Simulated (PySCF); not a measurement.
Question: Give a PBE0-D3(BJ)/def2-SVP geometry of InChI=1S/C5H5P/c1-2-4-6-5-3-1/h1-5H.

Answer: 
```
atom  x, y, z in Å
C1    -0.037    1.197   -0.036
C2    -1.237    0.486   -0.004
C3    -1.299   -0.902    0.064
P4     0.070   -1.971    0.119
C5     1.364   -0.812    0.065
C6     1.209    0.569   -0.003
H7    -0.073    2.288   -0.090
H8    -2.174    1.052   -0.033
H9    -2.289   -1.372    0.085
H10    2.383   -1.214    0.087
H11    2.106    1.196   -0.032
```

Orientation and origin are arbitrary. Atoms count from 1 in this order. The 6 heavy atoms lie in one plane (0.000 Å rms). The 6-membered ring C1–C2–C3–P4–C5–C6 has internal angles of 100.1° to 125.5° (sum 720°, against 720° for a flat polygon); it is planar, 0.00 Å rms from its mean plane, widest ring torsion 0°. P4 (phosphorus bonded to 2 C) is bent (angle 100.1°).

Bonds between heavy atoms (Å): C1–C2 1.396, C2–C3 1.391, C3–P4 1.738, P4–C5 1.738, C5–C6 1.391, C1–C6 1.396.

Method: PBE0-D3(BJ)/def2-SVP geometry optimisation, gas phase in PySCF 2.14.0.

Point group: C2v (tolerance 0.08 Å). No PBE0-D3(BJ)/def2-SVP frequencies stand behind this structure, so it isn't proved a minimum.
